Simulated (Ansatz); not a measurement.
Ansatz (an electronic-structure program) input (B3LYP-D3(BJ)/def2-TZVP):

Ansatz 0.2 input:
```yaml
crystal:
  periodic: [false, false, false]
  atoms:
    - {symbol: N, position_ang: [-0.00709158, -0.00410147, 1.38672323]}
    - {symbol: C, position_ang: [0.01673326, 0.01472596, -1.53689452]}
    - {symbol: C, position_ang: [0.00008676, 1.12492466, 0.67378368]}
    - {symbol: C, position_ang: [-0.00236545, -1.12385232, 0.65904679]}
    - {symbol: C, position_ang: [0.00907316, -1.15057792, -0.71783194]}
    - {symbol: C, position_ang: [0.01117861, 1.16939141, -0.70271242]}
    - {symbol: H, position_ang: [-0.00433596, 2.03954825, 1.28104727]}
    - {symbol: H, position_ang: [-0.00762041, -2.04615739, 1.25465249]}
    - {symbol: H, position_ang: [0.01366909, -2.13431992, -1.20383484]}
    - {symbol: H, position_ang: [0.01524798, 2.15956824, -1.17570347]}
basis:
  gaussian:
    orbitals: def2-TZVP
hamiltonian:
  xc: b3lyp
  dispersion: d3bj
total_charge: -1
relax: {f_tol: 0.002, max_steps: 150}
```

End of the output:

```
reference -6741.29092189 eV, -247.7378719685 hartree; 21, 21 occupied and 189, 189 virtual orbitals, 1231 factors
relax step   3: F+E_penalty+E_count = -6741.72409348 eV  Δ(F+E_penalty+E_count) = -4.199e-3 eV  max|allowed force component| = 3.167e-2 eV/Å  Δτ_max = 0.0105 Å  (34 SCF iters, accepted)
these checks for a lower state are left out or cut short: starts, cluster_reference, orbital_swaps, neighbouring_geometries, increment
integrals: 0.12 GiB planned
1231 factors; their error is unknown
mean field: 1.20 GiB planned
mean field -6741.29078218 eV, -247.7378668343 hartree, gradient 1.8e-5 eV, S^2 0.000000; 0 other end points of the search recorded, 0 dependent functions left out
the calculation of the forces begins
reference -6741.29103808 eV, -247.7378762383 hartree; 21, 21 occupied and 189, 189 virtual orbitals, 1231 factors
relax step   4: F+E_penalty+E_count = -6741.72416283 eV  Δ(F+E_penalty+E_count) = -6.935e-5 eV  max|allowed force component| = 5.017e-2 eV/Å  Δτ_max = 0.0062 Å  (35 SCF iters, accepted)
these checks for a lower state are left out or cut short: starts, cluster_reference, orbital_swaps, neighbouring_geometries, increment
integrals: 0.12 GiB planned
1231 factors; their error is unknown
mean field: 1.20 GiB planned
mean field -6741.29083868 eV, -247.7378689105 hartree, gradient 1.8e-5 eV, S^2 0.000000; 0 other end points of the search recorded, 0 dependent functions left out
the calculation of the forces begins
reference -6741.29109457 eV, -247.7378783144 hartree; 21, 21 occupied and 189, 189 virtual orbitals, 1231 factors
relax step   5: F+E_penalty+E_count = -6741.72425814 eV  Δ(F+E_penalty+E_count) = -9.530e-5 eV  max|allowed force component| = 8.888e-3 eV/Å  Δτ_max = 0.0033 Å  (34 SCF iters, accepted)
these checks for a lower state are left out or cut short: starts, cluster_reference, orbital_swaps, neighbouring_geometries, increment
integrals: 0.12 GiB planned
1231 factors; their error is unknown
mean field: 1.20 GiB planned
mean field -6741.29086364 eV, -247.7378698277 hartree, gradient 1.8e-5 eV, S^2 0.000000; 0 other end points of the search recorded, 0 dependent functions left out
the calculation of the forces begins
reference -6741.29111954 eV, -247.7378792318 hartree; 21, 21 occupied and 189, 189 virtual orbitals, 1231 factors
relax step   6: F+E_penalty+E_count = -6741.72427496 eV  Δ(F+E_penalty+E_count) = -1.683e-5 eV  max|allowed force component| = 8.106e-4 eV/Å  Δτ_max = 0.0009 Å  (34 SCF iters, accepted)
integrals: 0.12 GiB planned
1231 factors; their error is unknown
mean field: 1.20 GiB planned
mean field evaluation 64: about -6735.5939 eV, gradient 4.7e1 eV
mean field -6741.29086364 eV, -247.7378698277 hartree, gradient 1.8e-5 eV, S^2 0.000000; 1 other end points of the search recorded, 0 dependent functions left out
the calculation of the forces begins
reference -6741.29111954 eV, -247.7378792318 hartree; 21, 21 occupied and 189, 189 virtual orbitals, 1231 factors
Total energy: -6741.72453086 eV, -247.7538068041 hartree
Atom 0 at    -0.007091    -0.004207     1.396837 Å, force    -0.000008     0.000023    -0.000811 eV/Å
Atom 1 at     0.016993     0.014801    -1.531037 Å, force     0.000120    -0.000008    -0.000369 eV/Å
Atom 2 at    -0.000381     1.127490     0.680303 Å, force     0.000030     0.000385     0.000383 eV/Å
Atom 3 at    -0.001885    -1.126505     0.665658 Å, force    -0.000135    -0.000362     0.000430 eV/Å
Atom 4 at     0.009547    -1.149044    -0.726066 Å, force    -0.000178     0.000034     0.000433 eV/Å
Atom 5 at     0.011098     1.168097    -0.711011 Å, force    -0.000120    -0.000036     0.000488 eV/Å
Atom 6 at    -0.004529     2.053281     1.262711 Å, force     0.000047    -0.000051    -0.000295 eV/Å
Atom 7 at    -0.007303    -2.059777     1.235990 Å, force     0.000120     0.000023    -0.000304 eV/Å
Atom 8 at     0.012613    -2.139763    -1.191538 Å, force     0.000086     0.000055     0.000021 eV/Å
Atom 9 at     0.015515     2.164776    -1.163570 Å, force     0.000038    -0.000064     0.000023 eV/Å
Dipole moment:    -0.005137    -0.004047     0.623359 e Å
```

It need not be the lowest isomer of its formula. Whether it binds its extra electron was not tested at this geometry.
